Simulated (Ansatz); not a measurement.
# PBE/STO-3G run of BH2Cl (SMILES BCl)

What is the energy change on altering one bond length of BH2Cl at PBE/STO-3G? 

The results are computed with Ansatz 0.2.0.

56 further runs of the same task are left out: 2 that didn't finish, 54 set aside as unsound or not needed.

## 1. Starting point

BH2Cl has 4 atoms, charge 0, and is taken as a singlet. SMILES: `BCl`. The coordinates come from a PBE0-D4/def2-TZVP relaxation.

Bond lengths: B1–Cl2 1.733 Å, B1–H3 1.190 Å, B1–H4 1.190 Å. Angles: Cl2–B1–H3 118.1°, Cl2–B1–H4 118.1°, H3–B1–H4 123.7°.

## 2. A single-point energy at PBE/STO-3G

File in.yaml:

```yaml
crystal:
  periodic: [false, false, false]
  atoms:
    - {symbol: B, position_ang: [-0.116700, 0.021700, -0.075300]}
    - {symbol: Cl, position_ang: [1.365000, -0.395300, 0.721200]}
    - {symbol: H, position_ang: [-1.106200, -0.559500, 0.240400]}
    - {symbol: H, position_ang: [-0.086600, 0.872800, -0.906600]}
basis:
  gaussian:
    orbitals: STO-3G
hamiltonian:
  xc: pbe
accuracy: high
```

On the command line:

```
$ ansatz run in.yaml --threads 1 --pin off --max-ram 2610MiB --events-out events.jsonl --progress --plain --runs-dir runs
```

Output:

```text
Warning: RAYON_NUM_THREADS=1 ignored (pool sized by the plan → 1); use --threads N
Functional definition: PBE
  name "PBE"
  parameter kappa = 0.804
  parameter beta = 0.06672455060314922
  exchange = pbe_x(kappa = kappa, mu = beta*pi^2/3)
  correlation = pbe_c(beta = beta)
263 factors; integrals over basis functions are off by at most 1.2e-8 eV
mean field evaluation 1: about -13079.4025 eV, gradient 1.3e1 eV
mean field evaluation 2: about -13077.9997 eV, gradient 2.4e1 eV
mean field evaluation 4: about -13080.0888 eV, gradient 2.9e-1 eV
mean field evaluation 8: about -13080.0495 eV, gradient 1.3e-3 eV
mean field evaluation 16: about -13080.0495 eV, gradient 8.7e-9 eV
mean field -13080.04947618 eV, -480.6829522735 hartree, gradient 8.7e-9 eV, S^2 0.000000; 0 other end points of the search recorded, 0 dependent functions left out
reference -13080.04947773 eV, -480.6829523305 hartree; 12, 12 occupied and 4, 4 virtual orbitals, 263 factors
Total energy: -13080.04947773 eV, -480.6829523305 hartree
```

Run time: 0.72 s. Hardware: 1 thread of Arm Neoverse V1, shared host.

## 3. The distorted shape at the same level

File job.yaml:

```yaml
basis:
  gaussian:
    orbitals: STO-3G
crystal:
  periodic: [false, false, false]
  atoms:
    - symbol: B
      position_ang: [-0.487115, 0.125947, -0.274420]
    - symbol: Cl
      position_ang: [1.365000, -0.395300, 0.721200]
    - symbol: H
      position_ang: [-1.476615, -0.455253, 0.041280]
    - symbol: H
      position_ang: [-0.457015, 0.977047, -1.105720]
hamiltonian:
  xc: pbe
accuracy: high
```

On the command line:

```
$ ansatz run job.yaml --threads 1 --pin off --max-ram 2610MiB --events-out events.jsonl --progress --plain --runs-dir runs
```

Output:

```text
Warning: RAYON_NUM_THREADS=1 ignored (pool sized by the plan → 1); use --threads N
Functional definition: PBE
  name "PBE"
  parameter kappa = 0.804
  parameter beta = 0.06672455060314922
  exchange = pbe_x(kappa = kappa, mu = beta*pi^2/3)
  correlation = pbe_c(beta = beta)
258 factors; integrals over basis functions are off by at most 1.2e-8 eV
mean field evaluation 1: about -13077.0921 eV, gradient 1.8e1 eV
mean field evaluation 2: about -13036.0060 eV, gradient 9.5e1 eV
mean field evaluation 4: about -13078.8082 eV, gradient 1.2e0 eV
mean field evaluation 8: about -13078.7612 eV, gradient 9.7e-3 eV
mean field evaluation 16: about -13078.7612 eV, gradient 2.9e-8 eV
mean field -13078.76115321 eV, -480.6356072777 hartree, gradient 2.9e-8 eV, S^2 0.000000; 0 other end points of the search recorded, 0 dependent functions left out
reference -13078.76115482 eV, -480.6356073368 hartree; 12, 12 occupied and 4, 4 virtual orbitals, 258 factors
Total energy: -13078.76115482 eV, -480.6356073368 hartree
```

Wall time 0.83 s (1 thread of Arm Neoverse V1, shared host).

## 4. Results

Level: PBE/STO-3G.

| quantity | value |
| --- | --- |
| first shape: total energy | -480.68295 Eh |
| distorted shape: total energy | -480.63561 Eh |
| energy change with the B1–Cl2 bond stretched from 1.733 to 2.166 Å | 1.288 eV |

In words: With the B1–Cl2 bond stretched from 1.733 to 2.166 Å the energy rises by 1.29 eV (124 kJ/mol). The first shape isn't relaxed at this level, so the change isn't measured from a minimum. The minimal basis adds a large error of its own.
